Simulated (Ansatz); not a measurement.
**CH₂BO radical (SMILES B[C]=O): single points off equilibrium**

A test off equilibrium: a structure displaced at random from a GFN2-xTB minimum is computed at several levels, and each is set against CCSD(T).

The runs use Ansatz 0.2.0, Gaussian basis; single points in def2-TZVPP.

Correlated methods freeze the cores. Orbitals are unrestricted.

## 1. Where the work starts

SMILES `B[C]=O`, 5 atoms, charge 0, spin multiplicity 2.

Atoms are counted from 1 here; the program's logs count them from 0.

Bond lengths: B1–C2 1.419 Å, B1–H4 1.241 Å, B1–H5 1.212 Å, C2–O3 1.246 Å. Angles: C2–B1–H4 118.9°, C2–B1–H5 114.3°, H4–B1–H5 126.6°, B1–C2–O3 163.0°.

As a file:

```xyz
5
CH2BO
B    -0.3078    0.4232   -0.2886
C     0.6395   -0.4118    0.3587
O     1.1684   -1.2571    1.1064
H    -0.6250    0.1723   -1.4621
H    -0.6552    1.3831    0.3649
```

## 2. CCSD(T)/def2-TZVPP

The input, run/in.yaml:

```yaml
crystal:
  periodic: [false, false, false]
  atoms:
    - {symbol: B, position_ang: [-0.307800, 0.423200, -0.288600]}
    - {symbol: C, position_ang: [0.639500, -0.411800, 0.358700]}
    - {symbol: O, position_ang: [1.168400, -1.257100, 1.106400]}
    - {symbol: H, position_ang: [-0.625000, 0.172300, -1.462100]}
    - {symbol: H, position_ang: [-0.655200, 1.383100, 0.364900]}
basis:
  gaussian: {orbitals: def2-TZVPP}
magnetization: {spin_polarized: true, initial_magnetization: 1}
correlation: {method: ccsd_t}
scf: {omitted_lower_state_checks: [cluster_reference]}
output: {forces: true}
```

No record of the launch command was kept for these runs.

## 3. PBE0-D4/def2-TZVPP

Changes to run/in.yaml since step 2:

```diff
@@ -11,4 +11,3 @@
 magnetization: {spin_polarized: true, initial_magnetization: 1}
-correlation: {method: ccsd_t}
-scf: {omitted_lower_state_checks: [cluster_reference]}
-output: {forces: true}
+hamiltonian: {xc: pbe0, dispersion: d4}
+output: {forces: true, orbitals: {seedname: orbitals}}
```

## 4. wB97M-V/def2-TZVPP

Changes to run/in.yaml since step 3:

```diff
@@ -11,3 +11,3 @@
 magnetization: {spin_polarized: true, initial_magnetization: 1}
-hamiltonian: {xc: pbe0, dispersion: d4}
-output: {forces: true, orbitals: {seedname: orbitals}}
+hamiltonian: {xc: {name: wB97M-V}}
+output: {forces: true}
```

## 5. r2SCAN-D4/def2-TZVPP

Changes to run/in.yaml since step 4:

```diff
@@ -11,3 +11,3 @@
 magnetization: {spin_polarized: true, initial_magnetization: 1}
-hamiltonian: {xc: {name: wB97M-V}}
+hamiltonian: {xc: r2scan, dispersion: d4}
 output: {forces: true}
```

## 6. PBE-D4/def2-TZVPP

Changes to run/in.yaml since step 5:

```diff
@@ -11,3 +11,3 @@
 magnetization: {spin_polarized: true, initial_magnetization: 1}
-hamiltonian: {xc: r2scan, dispersion: d4}
+hamiltonian: {xc: pbe, dispersion: d4}
 output: {forces: true}
```

## 7. HSE06-D4/def2-TZVPP

Changes to run/in.yaml since step 6:

```diff
@@ -11,3 +11,3 @@
 magnetization: {spin_polarized: true, initial_magnetization: 1}
-hamiltonian: {xc: pbe, dispersion: d4}
+hamiltonian: {xc: hse06, dispersion: d4}
 output: {forces: true}
```

## 8. revPBE-D4/def2-TZVPP

Changes to run/in.yaml since step 7:

```diff
@@ -11,3 +11,3 @@
 magnetization: {spin_polarized: true, initial_magnetization: 1}
-hamiltonian: {xc: hse06, dispersion: d4}
+hamiltonian: {xc: {name: revPBE}, dispersion: d4}
 output: {forces: true}
```

(Steps that only read results are left out.)

Q: Predict the outcome of this session. Wanted: energy less free atoms, CCSD(T)/def2-TZVPP; RMS force component; RMS force error; HOMO and LUMO, PBE0-D4; T1 diagnostic.

**Answer**, as computed:

```
                                  quantity                                                                                              value
energy less free atoms, CCSD(T)/def2-TZVPP                                                                                    -457.6 kcal/mol
                       RMS force component                                                               2.590 to 3.168 eV/Å over the methods
                           RMS force error  PBE0-D4 0.309, wB97M-V 0.268, r2SCAN-D4 0.231, PBE-D4 0.389, HSE06-D4 0.302, revPBE-D4 0.402 eV/Å
                    HOMO and LUMO, PBE0-D4                                                                                 -7.15 and -3.49 eV
                             T1 diagnostic                                                                                              0.026
```

**Reading.** Against CCSD(T) the functionals' energies less atoms differ by -41.7 to -17.8 kcal/mol, PBE-D4 by -41.7 kcal/mol. A larger basis would deepen the CCSD(T) value, while the functionals are nearly converged already, so the order here is not reliable. For forces r2SCAN-D4 does best and revPBE-D4 worst. Frozen-core CCSD(T) forces in triple zeta carry basis errors of their own, and this is one geometry, so small gaps rank nothing.
